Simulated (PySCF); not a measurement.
AlF₂⁺ + Cl₂ → AlCl₂⁺ + F₂

Level: PBE0 in the def2-TZVP basis family, all electrons, no relativity, computed in PySCF with density fitting; open shells unrestricted.

| species | state and structure | E (Eh) | ZPE (kJ/mol) | H(298 K) − H(0) (kJ/mol) | S° (J/(mol K)) |
| --- | --- | --- | --- | --- | --- |
| AlF₂⁺ | singlet, D∞h, Al–F 1.586 Å (×2) | -441.69639 | 13.8 | 12.0 | 242.7 |
| Cl₂ | singlet, D∞h, Cl–Cl 1.982 Å | -920.08940 | 3.5 | 9.1 | 222.5 |
| AlCl₂⁺ | singlet, D∞h, Al–Cl 1.996 Å (×2) | -1162.25997 | 9.1 | 13.1 | 264.3 |
| F₂ | singlet, D∞h, F–F 1.376 Å | -199.40856 | 6.6 | 8.7 | 201.9 |

Question: What is the electronic reaction energy?

Answer: At PBE0/def2-TZVP, ΔE = 307.9 kJ/mol from the differences of the total energies times 2625.5, uphill. 

Question: Add zero-point, thermal and entropy terms for 298.15 K and 1 bar.

Answer: ΔZPE = -1.6 and Δ[H(298) − H(0)] = 0.7 kJ/mol give ΔH° = 307.0 kJ/mol. ΔS° = 1.0 J/(mol K), so ΔG° = 307.0 − 298.15 × (0.0010) = 307 kJ/mol.

Only the bonding shown was studied: isomers, or loss of a ligand pair, can lie lower.
